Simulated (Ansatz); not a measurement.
in.yaml

```yaml
crystal:
  periodic: [false, false, false]
  atoms:
    - {symbol: B, position_ang: [0.000000, 0.000000, -0.067569]}
    - {symbol: O, position_ang: [0.000000, 0.000000, -1.037569]}
    - {symbol: H, position_ang: [0.000000, 0.000000, 1.105138]}
basis:
  gaussian: {orbitals: 6-31G}
magnetization: {spin_polarized: false}
correlation: {method: ccsdtq, electrons: outside_noble_gas}
```

```sh
$ ansatz run in.yaml --threads 1 --pin off --events-out ev --progress --plain --max-ram 2393MiB
```

Log:

```
385 factors; integrals over basis functions are off by at most 8.9e-8 eV
mean field evaluation 1: about -2716.6833 eV, gradient 4.1e1 eV
mean field evaluation 2: about -2716.6943 eV, gradient 4.1e1 eV
mean field evaluation 4: about -2720.0619 eV, gradient 1.8e0 eV
mean field evaluation 8: about -2720.0777 eV, gradient 3.9e-2 eV
mean field evaluation 16: about -2718.5523 eV, gradient 3.1e1 eV
mean field -2720.07767703 eV, -99.9610108958 hartree, gradient 1.0e-6 eV, S^2 0.000000; 0 other end points of the search recorded, 0 dependent functions left out
2 core orbitals not correlated: weight in the atoms' cores, before any rotation towards them, 1.000 or more for the frozen orbitals, at most 0.000 for the correlated occupied ones
reference -2720.07767703 eV, -99.9610108958 hartree; 5, 5 occupied and 13, 13 virtual orbitals, 385 factors
second order -4.48475828 eV of doubles, -0.00000000 eV of singles
cycle   1  -4.45702919 eV  change    2.8e-2 eV  update   7.1e-2
cycle   2  -4.68509537 eV  change   -2.3e-1 eV  update   3.1e-2
cycle   3  -4.78316295 eV  change   -9.8e-2 eV  update   1.3e-2
cycle   4  -4.78149922 eV  change    1.7e-3 eV  update   2.9e-3
cycle   5  -4.78286860 eV  change   -1.4e-3 eV  update   1.3e-3
cycle   6  -4.78401812 eV  change   -1.1e-3 eV  update   4.0e-4
cycle   7  -4.78389954 eV  change    1.2e-4 eV  update   1.3e-4
cycle   8  -4.78378337 eV  change    1.2e-4 eV  update   5.8e-5
cycle   9  -4.78377226 eV  change    1.1e-5 eV  update   1.4e-5
cycle  10  -4.78377762 eV  change   -5.4e-6 eV  update   6.3e-6
cycle  11  -4.78377373 eV  change    3.9e-6 eV  update   2.3e-6
cycle  12  -4.78377202 eV  change    1.7e-6 eV  update   6.9e-7
cycle  13  -4.78377224 eV  change   -2.2e-7 eV  update   3.2e-7
Total energy: -2724.86144926 eV, -100.1368112829 hartree
```

For the same geometry and basis full CI lies 0.4 meV lower.

Ran on 1 thread of Intel Xeon Platinum 8375C, shared host: 7.5 s wall, 0.18 GiB peak host memory.
